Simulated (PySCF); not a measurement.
C₃H₃F₂S (charge -1).
SMILES: `FC(/C=C\[S-])F`

Torsions of this conformer, `[F:1][CH:2]([F:3])/[CH:4]=[CH:5]\[S-:6]`: F1–C2–C4–C5 -121°.

The closed-shell ground state was solved at several levels (PySCF, density fitting, gas phase, non-relativistic). One conformer (not necessarily the lowest) at the PBE0-D3(BJ)/def2-SVP geometry, without solvent, vibrations or thermal averaging. The geometry's basis has no diffuse functions, a weakness for an anion. No diffuse functions stand in pcSseg-1 and pcSseg-2, which bears on an anion's orbital energies.

```
              level  basis functions  HOMO (eV)  LUMO (eV)  gap (eV)
      PBE0/pcSseg-1              124      -0.61       4.75      5.36
CAM-B3LYP/def2-SVPD              157      -2.14       5.16      7.30
```

Task: Estimate the row for B97-2/pcSseg-2, a basis of 265 functions; the other rows only guide the guess.

Result: HOMO -0.62 eV, LUMO 4.37 eV, gap 4.99 eV.

Task: Over all these levels, which gives the widest orbital gap and which the narrowest?

Result: CAM-B3LYP/def2-SVPD (range-separated hybrid) has the widest, 7.30 eV, and B97-2/pcSseg-2 (global hybrid, 21 % exact exchange) the narrowest, 4.99 eV. Functional and basis both differ between the two, so the spread mixes both effects.
